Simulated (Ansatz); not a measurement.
**Worked example: building the atomization energy of CH2O2, singlet**

Measured: the G2/97 heats of formation, with zero-point and thermal terms from B3LYP taken off, give an electronic atomization energy of 500.9 kcal/mol (Curtiss et al., J. Chem. Phys. 106, 1063 (1997); Staroverov et al., J. Chem. Phys. 119, 12129 (2003)). The calculation below tries to reproduce it.

Geometry (MP2(full)/6-31G*, from the G2/97 set):

```yaml
atoms:
  - { symbol: O, position_ang: [-1.0631, -0.4340, 0.0000] }
  - { symbol: C, position_ang: [-0.0221, 0.4264, 0.0000] }
  - { symbol: O, position_ang: [1.1472, 0.1062, 0.0000] }
  - { symbol: H, position_ang: [-0.6717, -1.3327, 0.0000] }
  - { symbol: H, position_ang: [-0.4000, 1.4554, 0.0000] }
```

Atomization energies (atoms less molecule, kcal/mol) from Ansatz 0.2.0, frozen cores, restricted molecule, unrestricted atoms (their steps beyond CCSDT(Q) from restricted open-shell runs), sets cc-pVDZ, cc-pVTZ, cc-pVQZ:

```json
{"level": "HF", "DZ": "320.09", "TZ": "328.72", "QZ": "329.73"}
{"level": "CCSD(T)", "DZ": "458.04", "TZ": "485.27", "QZ": "494.23"}
{"level": "CCSDT", "DZ": "457.99", "TZ": "484.62", "QZ": "–"}
{"level": "CCSDT(Q)", "DZ": "458.98", "TZ": "485.55", "QZ": "–"}
{"level": "CCSDTQ", "DZ": "458.84", "TZ": "–", "QZ": "–"}
```

Task: Extrapolate Hartree–Fock with exp(−5.46 √X) and the CCSD(T) correlation part with X⁻³ (X = 3, 4), add each higher step from the largest set that has it, and compare with the measured value.

Result: Hartree–Fock: 329.73 + (329.73 − 328.72) × 0.301 = 330.03.
Correlation: TZ 156.55, QZ 164.50; (64 × 164.50 − 27 × 156.55) / 37 = 170.30.
Full triples (TZ): 484.62 − 485.27 = -0.65.
(Q) (TZ): 485.55 − 484.62 = 0.93.
Full quadruples (DZ): 458.84 − 458.98 = -0.14.
Sum: 500.5 kcal/mol, 0.4 below the measured 500.9.

The steps beyond CCSD(T) add 0.14 kcal/mol, while going from QZ to the limit adds 6.10. Core correlation, scalar relativity, spin–orbit terms and the relaxation from this MP2 geometry are missing from the sum, and the measured value has its own uncertainty.
